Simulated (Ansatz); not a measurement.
Basis-set extrapolation for C$_{4}$H$_{9}$, SMILES `C[C](C)C` radical (PBE0-D4/def2-TZVP geometry, frozen core, the Gaussian-basis code of Ansatz). Multiplicity 2, UHF reference.

```tsv
	def2-TZVPP	def2-QZVPP
HF	-156.734628	-156.742182
MP2 correlation	-0.678738	-0.721575
CCSD(T) correlation	-0.758640	not run
```

Energies in hartree. Use E(X) = E(∞) + A·exp(−7.88·√X) for Hartree–Fock and E(X) = E(∞) + B·X^(−2.97) for correlation, with X = 3 and 4, and add CCSD(T) minus MP2 of the smaller set to the MP2 limit.

Q: What is the CCSD(T) energy at the basis-set limit?

A: HF limit: -156.742182 + (-0.007554) × 0.13774 = -156.74322. MP2 limit: -0.721575 + (-0.042837) × 0.74074 = -0.75331. Higher-order term: -0.758640 − (-0.678738) = -0.07990. Total: -157.57643 hartree, 218.3 kJ/mol below CCSD(T)/def2-TZVPP.
